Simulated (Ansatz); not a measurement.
Cartesian coordinates in Å:
```
Si 1.121 0.568 -1.238
C 0.343 -0.607 0.000
Si -0.936 0.198 1.108
H 0.102 1.106 -2.182
H 2.234 -0.066 -2.001
H -0.128 -1.434 -0.546
H 1.132 -1.038 0.624
H -1.993 0.842 0.284
H -0.296 1.239 1.955
H -1.578 -0.809 1.996
```

The species carries charge 0 and has multiplicity 2.

**Question.** List the ωB97M-V/def2-TZVPP orbital energies in eV (Ansatz 0.2.0). (Estimate.)

**Answer.** Computed: α occupied: -1807.08, -1806.88, -281.32, -148.13, -147.97, -102.38, -102.20, -102.20, -102.08, -102.07, -102.07, -22.69, -17.55, -16.89, -14.64, -13.19, -12.13, -11.82, -11.60, -11.07, -7.78. α empty: 1.77, 2.56, 2.98, 3.08, 3.18, 3.40, 3.92, 4.10. β occupied: -1806.98, -1806.88, -281.30, -148.02, -147.97, -102.13, -102.12, -102.08, -102.07, -102.07, -102.07, -22.59, -17.45, -16.41, -14.51, -13.05, -12.01, -11.81, -11.49, -10.98. β empty: -0.65, 1.82, 2.70, 3.01, 3.12, 3.30, 3.44, 3.92. ⟨S²⟩ = 0.751.
